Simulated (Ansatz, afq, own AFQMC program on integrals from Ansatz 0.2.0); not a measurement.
# BS⁺, quintet: AFQMC among the cluster methods

```yaml
atoms:
  - { symbol: B, position_ang: [0.0000, 0.0000, 0.0000] }
  - { symbol: S, position_ang: [0.0000, 0.0000, 1.7033] }
```

Basis 6-31G. Only valence electrons are correlated. AFQMC by an in-house program on the Cholesky factors that Ansatz 0.2.0 writes for its CCSD(T) run. ph-AFQMC/CISD is guided by a CISD state made of CCSD amplitudes; releasing the constraint for a short imaginary time cuts its bias at the price of noise, slowly where states lie close. Free projection: walkers drawn from exp(T), propagated without any constraint. Its projection time is finite, and what remains of the start isn't in its error. ± is one standard error of the sampling.

Determinant: UHF, the one that the program's search chose, which needn't be the lowest solution. The geometry is a PBE0/def2-TZVP stationary point of this or a neighbouring charge and spin state.

Full CI on the same integrals is exact in this basis and with this determinant's frozen core.

Cautions: another spin lies lower (by 3.97 eV).

* T1 diagnostic: 0.0129
* weight of the determinant in the CISD state: 0.966
* ⟨S²⟩ of the determinant: 6.004
* size of the correlated space: 8 electrons in 16 orbitals

| level | correlation energy (eV) |
| --- | --- |
| MP2 | -0.8659 |
| CCSD | -1.1884 |
| CCSD(T) | -1.2093 |

Question: Estimate where AFQMC with the constraint released lies against CCSD(T) on the same integrals.

Answer: 8.2 ± 1.1 meV below CCSD(T).

Reference: full CI, correlation energy -1.217 eV. The released energy is read at 2.40 1/Eh (meV from the phaseless value at times in 1/Eh: -0.3 ± 1.3 at 0.24, 0.7 ± 1.2 at 0.51, -0.3 ± 0.8 at 0.99, -0.3 ± 1.1 at 1.62, -2.3 ± 1.1 at 2.40).

```
         level  E − E(reference) (meV)  share of correlation (%)
       CCSD(T)                     7.3                     99.40
         CCSDT                    -0.5                    100.04
      CCSDT(Q)                    -0.2                    100.02
        CCSDTQ                     0.0                    100.00
 ph-AFQMC/CISD               1.3 ± 1.0                     99.89
released AFQMC              -0.9 ± 1.1                    100.08
    free AFQMC              -0.7 ± 1.4                    100.06
```

CCSDT and higher add their correlation energy to the determinant of the CCSD(T) run, since their own runs factorise the integrals more tightly (a shift of under 2 meV). Free projections are given only where their last times agree within the noise and don't stop above the reference; a slow remainder of the start can still hide under it. A walk keeps the symmetry of its determinant, which the program's search chose and which needn't be the lowest solution, so a lower state of the same spin and another symmetry isn't excluded. Released energies are given only where the last usable release times agree within the noise; a slower fall can still hide under it.
